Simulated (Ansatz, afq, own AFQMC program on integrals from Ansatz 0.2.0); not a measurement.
AFQMC on a folder of integrals that Ansatz 0.2.0 wrote.

```yaml
crystal:
  periodic: [false, false, false]
  atoms:
    - {symbol: Sb, position_ang: [0.000036, -0.000016, -0.012964]}
    - {symbol: H, position_ang: [1.587283, 0.013487, 0.526454]}
    - {symbol: H, position_ang: [-0.806950, 1.370107, 0.518114]}
    - {symbol: H, position_ang: [-0.784704, -1.381681, 0.521537]}
basis:
  gaussian: {orbitals: def2-SVP}
total_charge: 1
magnetization: {spin_polarized: true, initial_magnetization: 3}
correlation: {method: ccsd_t, electrons: outside_noble_gas, hamiltonian_folder: ham}
```

```sh
$ ansatz run in.yaml --threads 1 --pin off --events-out ev --progress --plain --max-ram 1843MiB
```

Options of the walk:

```
--method phaseless --trial hf --walkers 120 --populations 1 --least-time 40 --time-step 0.005 --steps-per-block 20 --equilibration-blocks 112 --max-blocks 600 --target-error 0.0009600 --factor-cut 1e-05 --start spin_pure --seed 2921 --taylor-order 6
```

Times are imaginary, in 1/Eh. The walk had a cap of 632 s. Filled inner d shells are frozen with the cores. Core potentials past Kr, no spin–orbit coupling.

```
orbitals 32  electrons 5 2  factors 263 of 487
reference energy -240.38669241 Eh
CCSD correlation -0.09842097 Eh in 16 cycles, weight of the determinant in the CISD state 0.9054
energy of the start -240.386823 Eh
 block  time / (1/Eh)  mean weight  energy / Eh
     1     0.100  1.0001  -240.400487
     2     0.200  1.0014  -240.412459
     3     0.300  1.0000  -240.424394
     4     0.400  1.0015  -240.431906
     5     0.500  1.0012  -240.439738
     7     0.700  1.0005  -240.449213
     9     0.900  1.0004  -240.456083
    13     1.300  1.0003  -240.460265
    37     3.700  1.0000  -240.475504
    49     4.900  1.0006  -240.470930
    61     6.100  0.9991  -240.493510
    85     8.500  1.0009  -240.488148
    97     9.700  0.9994  -240.500386
   109    10.900  1.0006  -240.495119
   133    13.300  0.9996  -240.484002
   157    15.700  0.9997  -240.484073
   181    18.100  0.9990  -240.474541
   205    20.500  0.9998  -240.487216
   229    22.900  0.9977  -240.493654
   253    25.300  1.0000  -240.483267
   277    27.700  0.9999  -240.479751
   301    30.100  1.0011  -240.487390
   325    32.500  0.9996  -240.496135
   349    34.900  1.0000  -240.492488
   373    37.300  0.9995  -240.482833
   397    39.700  0.9998  -240.479690
   421    42.100  1.0010  -240.487434
   445    44.500  1.0012  -240.489477
   469    46.900  0.9995  -240.487006
   493    49.300  0.9996  -240.497063
   505    50.500  0.9995  -240.477954
blocks merged  error / Eh  count
     1  0.000331  400
     2  0.000439  200
     4  0.000566  100
     8  0.000708  50
    16  0.000825  25
    32  0.000914  12
energy -240.484626 +/- 0.000825 Eh
(rows thinned)
```

Estimate how long the walk took on 1 thread of Arm Neoverse N1, with other jobs on the host.

3.5 min of wall time.

The run passed its tests (sampling time, drift between the halves within three errors, error under three times the target), which doesn't prove that it has relaxed.

Against this walk (error 22.5 meV) on the same determinant: CCSD(T) 99.7 meV lower, CCSDT(Q) 180.7 meV lower, a separate phaseless walk with a CISD trial and standard settings 127.9 ± 24.0 meV lower. The error is statistical and leaves out the bias of the constraint. None of these is a sure reference here.

Cautions: constraint bias not in the error; no spin-orbit coupling; inner d shell frozen; another spin lies lower.

CCSDT and higher add their correlation energy to the determinant of the CCSD(T) run, since their own runs factorise the integrals more tightly (a shift of under 2 meV). A walk keeps the symmetry of its determinant, which the program's search chose and which needn't be the lowest solution, so a lower state of the same spin and another symmetry isn't excluded.
